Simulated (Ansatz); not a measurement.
in.yaml

```yaml
crystal:
  periodic: [false, false, false]
  atoms:
    - {symbol: Si, position_ang: [0.000000, 0.000000, 0.000000]}
    - {symbol: H, position_ang: [0.000000, 0.000000, 2.536000]}
basis:
  gaussian: {orbitals: def2-TZVP}
total_charge: -1
magnetization: {spin_polarized: true, initial_magnetization: 2}
correlation: {method: ccsdt_q, electrons: outside_noble_gas}
accuracy: high
scf: {lower_state_search: off}
output: {forces: true}
```

```sh
$ ansatz run in.yaml --threads 1 --pin off --events-out ev --progress --plain --max-ram 2393MiB
```

Log:

```
these checks for a lower state are left out or cut short: starts, cluster_reference, orbital_swaps, neighbouring_geometries, increment
526 factors; integrals over basis functions are off by at most 3.9e-9 eV
mean field evaluation 1: about -7873.9371 eV, gradient 7.4e0 eV
mean field evaluation 2: about -7873.9449 eV, gradient 7.4e0 eV
mean field evaluation 4: about -7874.7199 eV, gradient 1.2e0 eV
mean field evaluation 8: about -7874.7675 eV, gradient 3.4e-1 eV
mean field evaluation 16: about -7874.8892 eV, gradient 2.4e-2 eV
mean field -7874.88923134 eV, -289.3968414603 hartree, gradient 1.8e-8 eV, S^2 2.417032; 0 other end points of the search recorded, 0 dependent functions left out
5 core orbitals not correlated: weight in the atoms' cores, before any rotation towards them, 1.000 or more for the frozen orbitals, at most 0.000 for the correlated occupied ones
reference -7874.88923134 eV, -289.3968414603 hartree; 4, 2 occupied and 34, 36 virtual orbitals, 526 factors
second order -2.25806936 eV of doubles, -0.00000000 eV of singles
cycle   1  -2.68247834 eV  change   -4.2e-1 eV  update   7.6e-2
cycle   2  -3.01808538 eV  change   -3.4e-1 eV  update   4.5e-2
cycle   3  -3.07170978 eV  change   -5.4e-2 eV  update   3.0e-2
cycle   4  -3.16753350 eV  change   -9.6e-2 eV  update   2.5e-2
cycle   5  -3.21705984 eV  change   -5.0e-2 eV  update   1.5e-2
...
cycle  26  -3.24772364 eV  change   -3.7e-8 eV  update   4.7e-8
cycle  27  -3.24772367 eV  change   -3.7e-8 eV  update   2.8e-8
cycle  28  -3.24772369 eV  change   -2.1e-8 eV  update   1.6e-8
cycle  29  -3.24772371 eV  change   -1.4e-8 eV  update   6.0e-9
cycle  30  -3.24772371 eV  change   -4.5e-9 eV  update   2.5e-9
cycle  31  -3.24772371 eV  change  -1.5e-10 eV  update   1.1e-9
cycle  32  -3.24772371 eV  change   7.9e-10 eV  update  5.3e-10
cycle  33  -3.24772371 eV  change   5.8e-10 eV  update  3.0e-10
cycle  34  -3.24772371 eV  change   5.1e-10 eV  update  2.0e-10
cycle  35  -3.24772371 eV  change   3.9e-10 eV  update  1.2e-10
perturbative correction -0.00859211 eV, -0.0003157544 hartree
the calculation of the forces begins
Total energy: -7878.14554717 eV, -289.5165088596 hartree
Atom 0 at     0.000000     0.000000     0.000000 Å, force     0.000000    -0.000000     1.525090 eV/Å
Atom 1 at     0.000000     0.000000     2.536000 Å, force    -0.000000     0.000000    -1.525090 eV/Å
Dipole moment:     0.000000    -0.000000    -0.591006 e Å
Checks for a lower state left out: starts, cluster_reference, orbital_swaps, neighbouring_geometries, increment
```

Forces (eV/Å):
```
Si   0.000  0.000  1.525
H    0.000  0.000 -1.525
```

The T1 diagnostic is 0.080.

Ran on 1 thread of Arm Neoverse V1, shared host: 74 s wall, 1.2 GiB peak host memory.
